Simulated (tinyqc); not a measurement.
Worked calculation: UHF in the sto-6g basis, for BH, spin multiplicity 3. This run ends on a higher stationary point, not on the lowest solution. One step of it, computed by the program tinyqc.

Question. Iteration 1: diagonalisation and new density. Diagonalise F' = X^T F X, C = X C', fill 4 alpha and 2 beta electrons from the bottom; D(s) = C_occ C_occ^T. Each column has its largest component positive (the first on a tie).

F(alpha) (hartree):
```
            1B 1s      1B 2s     1B 2px     1B 2py     1B 2pz      2H 1s
1B 1s   -9.065122  -2.292875   0.000000   0.000000   0.003517  -0.653755
1B 2s   -2.292875  -1.342287   0.000000   0.000000   0.219978  -0.472943
1B 2px   0.000000   0.000000  -0.773784  -0.013934   0.000000   0.000000
1B 2py   0.000000   0.000000  -0.013934  -0.716969   0.000000   0.000000
1B 2pz   0.003517   0.219978   0.000000   0.000000  -0.637201  -0.246091
2H 1s   -0.653755  -0.472943   0.000000   0.000000  -0.246091  -0.307076
```

F(beta) (hartree):
```
            1B 1s      1B 2s     1B 2px     1B 2py     1B 2pz      2H 1s
1B 1s   -9.016037  -2.236606   0.000000   0.000000  -0.014643  -0.639525
1B 2s   -2.236606  -0.965852   0.000000   0.000000  -0.085977  -0.430449
1B 2px   0.000000   0.000000  -0.153467   0.108373   0.000000   0.000000
1B 2py   0.000000   0.000000   0.108373  -0.595359   0.000000   0.000000
1B 2pz  -0.014643  -0.085977   0.000000   0.000000  -0.188606  -0.216625
2H 1s   -0.639525  -0.430449   0.000000   0.000000  -0.216625  -0.272087
```

X:
```
            1B 1s      1B 2s    1B 2px    1B 2py     1B 2pz      2H 1s
1B 1s    1.029105  -0.151422  0.000000  0.000000  -0.012606   0.024628
1B 2s   -0.151422   1.184810  0.000000  0.000000   0.155276  -0.385825
1B 2px   0.000000   0.000000  1.000000  0.000000   0.000000   0.000000
1B 2py   0.000000   0.000000  0.000000  1.000000   0.000000   0.000000
1B 2pz  -0.012606   0.155276  0.000000  0.000000   1.153524  -0.382769
2H 1s    0.024628  -0.385825  0.000000  0.000000  -0.382769   1.305439
```

Give: F' = X^T F X; orbital energies; coefficients C; F' = X^T F X; orbital energies; coefficients C; D(alpha) after iteration 1; D(beta) after iteration 1.

Answer.

F' = X^T F X (alpha) (hartree):
```
         1        2        3        4        5        6
1  -8.9457  -0.9801   0.0000   0.0000  -0.0238  -0.1641
2  -0.9801  -0.8642   0.0000   0.0000   0.2957  -0.2263
3   0.0000   0.0000  -0.7738  -0.0139   0.0000   0.0000
4   0.0000   0.0000  -0.0139  -0.7170   0.0000   0.0000
5  -0.0238   0.2957   0.0000   0.0000  -0.5718  -0.1682
6  -0.1641  -0.2263   0.0000   0.0000  -0.1682  -0.0332
```

orbital energies (alpha) (hartree): MO1 -9.0668, MO2 -0.9733, MO3 -0.7770, MO4 -0.7137, MO5 -0.4914, MO6 0.1167

coefficients C (alpha):
```
            MO1      MO2     MO3      MO4      MO5      MO6
1B 1s    1.0040  -0.2162  0.0000   0.0000  -0.1360   0.0973
1B 2s   -0.0173   0.8581  0.0000   0.0000   0.4946  -0.7863
1B 2px   0.0000   0.0000  0.9741  -0.2260   0.0000   0.0000
1B 2py   0.0000   0.0000  0.2260   0.9741   0.0000   0.0000
1B 2pz  -0.0031  -0.5609  0.0000   0.0000   0.7432  -0.7966
2H 1s    0.0062   0.0021  0.0000   0.0000   0.1602   1.4052
```

F' = X^T F X (beta) (hartree):
```
         1        2        3        4        5        6
1  -8.9028  -0.9795   0.0000   0.0000  -0.0006  -0.1626
2  -0.9795  -0.4913   0.0000   0.0000  -0.0098  -0.2026
3   0.0000   0.0000  -0.1535   0.1084   0.0000   0.0000
4   0.0000   0.0000   0.1084  -0.5954   0.0000   0.0000
5  -0.0006  -0.0098   0.0000   0.0000  -0.1009  -0.1889
6  -0.1626  -0.2026   0.0000   0.0000  -0.1889  -0.0142
```

orbital energies (beta) (hartree): MO1 -9.0192, MO2 -0.6205, MO3 -0.4744, MO4 -0.1905, MO5 -0.1283, MO6 0.1749

coefficients C (beta):
```
            MO1      MO2      MO3      MO4     MO5      MO6
1B 1s    1.0053   0.0000  -0.2334   0.1073  0.0000   0.0788
1B 2s   -0.0225   0.0000   0.9007  -0.5487  0.0000  -0.6978
1B 2px   0.0000  -0.2260   0.0000   0.0000  0.9741   0.0000
1B 2py   0.0000   0.9741   0.0000   0.0000  0.2260   0.0000
1B 2pz  -0.0019   0.0000   0.2483   0.7066  0.0000  -0.9698
2H 1s    0.0068   0.0000   0.1468   0.3872  0.0000   1.3523
```

D(alpha) after iteration 1:
```
          1B 1s    1B 2s  1B 2px  1B 2py   1B 2pz    2H 1s
1B 1s    1.0548  -0.2029  0.0000  0.0000   0.1181   0.0058
1B 2s   -0.2029   0.7367  0.0000  0.0000  -0.4813   0.0017
1B 2px   0.0000   0.0000  1.0000  0.0000   0.0000   0.0000
1B 2py   0.0000   0.0000  0.0000  1.0000   0.0000   0.0000
1B 2pz   0.1181  -0.4813  0.0000  0.0000   0.3146  -0.0012
2H 1s    0.0058   0.0017  0.0000  0.0000  -0.0012   0.0000
```

D(beta) after iteration 1:
```
          1B 1s    1B 2s   1B 2px   1B 2py   1B 2pz    2H 1s
1B 1s    1.0105  -0.0226   0.0000   0.0000  -0.0019   0.0068
1B 2s   -0.0226   0.0005   0.0000   0.0000   0.0000  -0.0002
1B 2px   0.0000   0.0000   0.0511  -0.2202   0.0000   0.0000
1B 2py   0.0000   0.0000  -0.2202   0.9489   0.0000   0.0000
1B 2pz  -0.0019   0.0000   0.0000   0.0000   0.0000   0.0000
2H 1s    0.0068  -0.0002   0.0000   0.0000   0.0000   0.0000
```
